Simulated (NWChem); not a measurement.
Correlation energy of Al (+1)

```xyz
1

Al     0.0000     0.0000     0.0000
```
Charge +1, spin multiplicity 1.

All runs are NWChem calculations.

Basis set: def2-TZVP. Each correlation energy counts from its own Hartree-Fock reference.

The correlated methods keep 5 core orbitals frozen. Coupled-cluster values serve here as a point of comparison, not as the truth.

Task: For the correlation energy, MP2 gives -27.3 mHa and SCS-MP2 gives -32.7 mHa. What do CCSD, CR-CCSD[T], CR-CCSD(T) give?

Result: CCSD: -39.3 mHa; CR-CCSD[T]: -39.3 mHa; CR-CCSD(T): -39.3 mHa.
